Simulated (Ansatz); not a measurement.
System: α-phase B. Method: rVV10 in Ansatz (PAW).

Numerical settings: plane-wave cutoff 520 eV, 8×8×8 k mesh, Fermi–Dirac smearing 0.01 eV, scalar-relativistic PAW data made under PBE.

Computed at the level's own relaxed cell.

```
CELL_PARAMETERS angstrom
      4.41142    -2.45425    -0.00362
      4.41142     2.45425    -0.00362
      3.04933     0.00000     4.02314
ATOMIC_POSITIONS crystal
  B  0.00981 0.65453 0.00981
  B  0.00981 0.00981 0.65453
  B  0.65453 0.00981 0.00981
  B  0.99019 0.34547 0.99019
  B  0.99019 0.99019 0.34547
  B  0.34547 0.99019 0.99019
  B  0.22042 0.63193 0.22042
  B  0.22042 0.22042 0.63193
  B  0.63193 0.22042 0.22042
  B  0.77958 0.36807 0.77958
  B  0.77958 0.77958 0.36807
  B  0.36807 0.77958 0.77958
```

List the 27 lowest band energies at Γ above −25 eV (eV, relative to the valence band maximum), grouping those that round alike.

At Γ: -15.97, -10.30, -10.07 (×2), -8.88, -8.28 (×2), -7.98, -6.28 (×2), -6.27, -5.32, -4.27 (×2), -1.25, -0.78 (×2), -0.35, 1.65, 4.59 (×2), 4.84 (×2), 6.61, 8.01 (×2), 9.10.

Ansatz is a program for electronic structure.
